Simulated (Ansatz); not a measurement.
MgS₂: single points at one geometry.

```yaml
crystal:
  periodic: [false, false, false]
  atoms:
    - {symbol: Mg, position_ang: [-0.672243, 0.190517, -1.837939]}
    - {symbol: S, position_ang: [0.649480, 0.423519, 0.130858]}
    - {symbol: S, position_ang: [0.022763, -0.614036, 1.707081]}
basis:
  gaussian: {orbitals: def2-TZVP, initial_orbitals: start.molden}
hamiltonian: {xc: r2scan, dispersion: d4}
scf: {omitted_lower_state_checks: [starts]}
output: {orbitals: {seedname: orbitals}}
```

The file start.molden holds the orbitals of an earlier run on this structure, at another level or in another basis.

```sh
$ ansatz run in.yaml --threads 4 --pin off --events-out ev --progress --plain --max-ram 3916MiB
```

Output, abridged:

```
Functional definition: r2SCAN
810 factors; their error is unknown
mean field evaluation 1: about -27113.0033 eV, gradient 8.0e0 eV
mean field evaluation 2: about -27113.0365 eV, gradient 8.7e-2 eV
mean field evaluation 4: about -27113.0194 eV, gradient 6.1e-4 eV
mean field evaluation 8: about -27113.0194 eV, gradient 1.1e-5 eV
mean field -27113.01940214 eV, -996.3850851641 hartree, gradient 8.1e-6 eV, S^2 0.000000; 0 other end points of the search recorded, 0 dependent functions left out
reference -27113.01941253 eV, -996.3850855459 hartree; 22, 22 occupied and 84, 84 virtual orbitals, 810 factors
Total energy: -27113.04147425 eV, -996.3858962991 hartree
Checks for a lower state left out: starts
```

Run time 1.4 s (4 threads of Intel Xeon Platinum 8259CL on a shared host).

The first input with `hamiltonian: {xc: pbe0, dispersion: d4}` (abridged; 1.2 s):

```
Functional definition: PBE0
mean field evaluation 16: about -27104.7022 eV, gradient 1.0e-5 eV
mean field -27104.70223160 eV, -996.0794347842 hartree, gradient 3.5e-6 eV, S^2 0.000000
Total energy: -27104.79699935 eV, -996.0829174348 hartree
Checks for a lower state left out: starts
```

The first input with `hamiltonian: {xc: pbe, dispersion: d4}`, `output: {forces: true, orbitals: {seedname: orbitals}}` (abridged; 0.65 s):

```
Functional definition: PBE
mean field -27102.95111909 eV, -996.0150825864 hartree, gradient 2.0e-5 eV, S^2 0.000000
Total energy: -27103.06254945 eV, -996.0191775768 hartree
Atom 0 force    -0.000882     0.000066    -0.001913 eV/Å
Atom 1 force    -0.000376    -0.001682     0.003815 eV/Å
Atom 2 force     0.001258     0.001616    -0.001901 eV/Å
Dipole moment:    -0.397342     0.089250    -1.023113 e Å
Checks for a lower state left out: starts
```

The first input with `gaussian: {orbitals: def2-TZVPP, initial_orbitals: start.molden}`, `correlation: {method: ccsd_t}` and without the key `hamiltonian` (abridged; 9 s):

```
Functional definition: HF
mean field evaluation 16: about -27041.6951 eV, gradient 5.1e1 eV
mean field evaluation 32: about -27064.0145 eV, gradient 2.7e-2 eV
mean field evaluation 64: about -27064.0126 eV, gradient 5.4e-1 eV
mean field evaluation 96: about -27062.9536 eV, gradient 3.5e0 eV
mean field -27065.54655110 eV, -994.6404900664 hartree, gradient 1.9e-6 eV, S^2 0.000000; 1 other end points of the search recorded, 0 dependent functions left out; unrestricted orbitals would lower it
mean field evaluation 128: about -27065.4129 eV, gradient 7.5e-1 eV
mean field evaluation 160: about -27066.9110 eV, gradient 2.0e0 eV
mean field evaluation 192: about -27064.8834 eV, gradient 1.9e0 eV
determinant -27065.54655110 eV, -994.6404900664 hartree, with singles and doubles -27081.45372870 eV, -995.2250680611 hartree
determinant -27064.01453284 eV, -994.5841894340 hartree, with singles and doubles -27079.76576596 eV, -995.1630365746 hartree
unrestricted determinant -27067.43238611 eV, -994.7097932248 hartree, S^2 1.0250
11 core orbitals not correlated: weight in the atoms' cores, before any rotation towards them, 1.000 or more for the frozen orbitals, at most 0.000 for the correlated occupied ones
second order -15.20873087 eV of doubles, -0.00000000 eV of singles
[...]
cycle   5  -15.90717739 eV  change    3.1e-3 eV  update   9.0e-3
cycle   6  -15.91033022 eV  change   -3.2e-3 eV  update   3.0e-3
cycle   7  -15.91025136 eV  change    7.9e-5 eV  update   1.3e-3
cycle   8  -15.91084442 eV  change   -5.9e-4 eV  update   6.2e-4
cycle   9  -15.91103860 eV  change   -1.9e-4 eV  update   3.3e-4
cycle  10  -15.91085079 eV  change    1.9e-4 eV  update   1.7e-4
cycle  11  -15.91088302 eV  change   -3.2e-5 eV  update   1.0e-4
cycle  12  -15.91092057 eV  change   -3.8e-5 eV  update   3.8e-5
cycle  13  -15.91095119 eV  change   -3.1e-5 eV  update   1.7e-5
cycle  14  -15.91095028 eV  change    9.1e-7 eV  update   7.5e-6
perturbative correction -0.95308585 eV, -0.0350252590 hartree
WARN: these amplitudes may be one of several solutions (largest doubles amplitude 0.29, level shift 0.72 eV)
Total energy: -27082.41058723 eV, -995.2602319633 hartree
Checks for a lower state left out: starts
```

First input, but with `hamiltonian: {xc: lda}` (abridged; 0.4 s):

```
Functional definition: SPW92
mean field -27015.44605297 eV, -992.7993307196 hartree, gradient 1.0e-5 eV, S^2 0.000000
Total energy: -27015.44608453 eV, -992.7993318793 hartree
Checks for a lower state left out: starts
```

As the first input, with `hamiltonian: {xc: hf}` (abridged; 0.75 s):

```
Functional definition: HF
mean field -27065.54287069 eV, -994.6403548140 hartree, gradient 2.8e-5 eV, S^2 0.000000
Total energy: -27065.54287069 eV, -994.6403548140 hartree
Checks for a lower state left out: starts
```

Geometry: PBE-D4/def2-TZVP.

Correlated methods freeze 11 core orbitals; core or outer-core shells of Mg are correlated, in sets that lack core-valence functions. The restricted singlet is unstable towards broken spin symmetry in Hartree–Fock (as tested in another run); at r2SCAN-D4/def2-TZVP, PBE0-D4/def2-TZVP, PBE-D4/def2-TZVP, LDA (SPW92)/def2-TZVP and others this wasn't settled. At r2SCAN-D4/def2-TZVP, PBE-D4/def2-TZVP, LDA (SPW92)/def2-TZVP an occupied level of the charge 0 singlet lies above an empty one (by up to 0.20 eV), so this SCF solution is probably not the lowest. At CCSD(T)/def2-TZVPP the program marks the result for the charge 0 singlet as doubtful (other roots). At CCSD(T)/def2-TZVPP T1 of the charge 0 singlet is large (up to 0.024), so the single-reference result is doubtful. At CCSD(T)/def2-TZVPP the restricted singlet (for correlated methods, its reference) is unstable: a solution with broken spin symmetry lies lower. The geometry of the singlet was relaxed on an unsound state (an occupied level 0.18 eV above an empty one). Another isomer (triplet) lies 1.13 eV lower at PBE0-D4/def2-TZVP; other spin states weren't run for this one.
